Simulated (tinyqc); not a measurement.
Hueckel theory of the pi electrons, for the molecule O=CC(=O)O (SMILES; centres numbered as the heavy atoms are written), step by step. One step of it, computed by the program tinyqc.

Task: Orbitals. Diagonalise; E = alpha + x beta with beta < 0, so the largest x are filled first; degenerate levels share their electrons. P = sum n_i c_ri c_si; each orbital has its largest coefficient positive (the first on a tie).

Hueckel matrix in units of beta (H = alpha + beta A):
```
          1O        2C        3C        4O        5O
1O  1.000000  1.000000  0.000000  0.000000  0.000000
2C  1.000000  0.000000  1.000000  0.000000  0.000000
3C  0.000000  1.000000  0.000000  1.000000  0.800000
4O  0.000000  0.000000  1.000000  1.000000  0.000000
5O  0.000000  0.000000  0.800000  0.000000  2.000000
```

pi electrons, sum of z_r less the charge = 6

Give: x values; occupations; coefficients; charge and bond-order matrix P.

Result:

x values: 2.4982  1.7314  1.3405  -0.0738  -1.4963

occupations: 2.0000  2.0000  2.0000  0.0000  0.0000

coefficients:
```
       MO1      MO2      MO3      MO4      MO5
1O  0.1727   0.6499  -0.4770  -0.5088   0.2476
2C  0.2588   0.4754  -0.1624   0.5464  -0.6182
3C  0.4738   0.1731   0.2593   0.4685   0.6774
4O  0.3162   0.2366   0.7616  -0.4363  -0.2714
5O  0.7607  -0.5154  -0.3145  -0.1807  -0.1550
```

charge and bond-order matrix P:
```
         1O      2C      3C       4O       5O
1O   1.3595  0.8622  0.1413  -0.3096  -0.1072
2C   0.8622  0.6386  0.3255   0.1413   0.0059
3C   0.1413  0.3255  0.6433   0.7765   0.3793
4O  -0.3096  0.1413  0.7765   1.4720  -0.2418
5O  -0.1072  0.0059  0.3793  -0.2418   1.8866
```
